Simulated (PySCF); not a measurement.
nitrogen trifluoride (F3N), SMILES FN(F)F. Heavy atoms are numbered as in [F:1][N:2]([F:3])[F:4].

Geometry optimised at B3LYP-D3(BJ)/def2-TZVP.

Level of theory: r2SCAN/def2-TZVPD in PySCF.

Mulliken values depend strongly on the basis, most of all with diffuse functions as here. ESP charges are fitted to the potential on shells at 1.4 to 2.0 van der Waals radii. Atomic charges (e), one atom of each kind:

```
atom  ESP fit  Mulliken
----  -------  --------
F1      -0.02     -0.10
N2       0.06      0.31
```
